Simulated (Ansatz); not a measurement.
Process, species as SMILES: N([O])=O → N atom + 2 O atom
B3LYP-D3(BJ)/def2-TZVP geometries, fixed; electronic energies without zero-point terms.

Basis-set convergence of the atomisation energy at MP2 with Ansatz (a program for electronic structure). All functions are spherical. Cores are frozen. Open shells are unrestricted. No added dispersion term, no relativity. Functions are those of the species that has most. Reference: Hartree-Fock in cc-pVQZ plus the correlation part extrapolated as X^-3 from cc-pVTZ and cc-pVQZ, 248.14 kcal/mol, itself unsure by roughly 2.21 kcal/mol (a third of the extrapolation step and of the last Hartree-Fock step). Deviations are taken from unrounded values.

```
basis        functions  atomisation energy (kcal/mol)
-----------  ---------  -----------------------------
cc-pVDZ             42                         212.10
aug-cc-pVDZ         69                         220.15
pcseg-1             42                         212.31
aug-pcseg-1         69                         223.10
cc-pVTZ             90                         233.95
aug-cc-pVTZ        138                         237.39
pcseg-2             90                         235.09
aug-pcseg-2        138                         237.19
def2-TZVPP          93                         234.91
def2-TZVPPD        117                         235.94
def2-QZVPP         171                         242.59
def2-QZVPPD        195                         243.09
```

What the diffuse functions change, pair by pair:
- cc-pVDZ to aug-cc-pVDZ: 27 more functions, deviation -36.04 to -27.99 kcal/mol
- pcseg-1 to aug-pcseg-1: 27 more functions, deviation -35.83 to -25.04 kcal/mol
- cc-pVTZ to aug-cc-pVTZ: 48 more functions, deviation -14.19 to -10.75 kcal/mol
- pcseg-2 to aug-pcseg-2: 48 more functions, deviation -13.05 to -10.95 kcal/mol
- def2-TZVPP to def2-TZVPPD: 24 more functions, deviation -13.23 to -12.20 kcal/mol
- def2-QZVPP to def2-QZVPPD: 24 more functions, deviation -5.56 to -5.05 kcal/mol

They bring the value nearer the reference by more than 2.21 kcal/mol in 3 of 6 pairs.
